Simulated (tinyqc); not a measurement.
UHF in the sto-3g basis, for OH+, spin multiplicity 3, step by step. One step of it, computed by the program tinyqc.

Task: Iteration 3: DIIS coefficients. Solve [B -1; -1 0][c; lambda] = [0; -1] for the coefficients, which sum to one.

B (overlaps of the stored error matrices):
```
               1              2              3
1  7.3675439e-01  4.8134490e-01  2.3913434e-01
2  4.8134490e-01  3.1557402e-01  1.5690426e-01
3  2.3913434e-01  1.5690426e-01  7.8107752e-02
```

Give: DIIS coefficients.

Result:

DIIS coefficients: 0.0816  -1.1535  2.0719
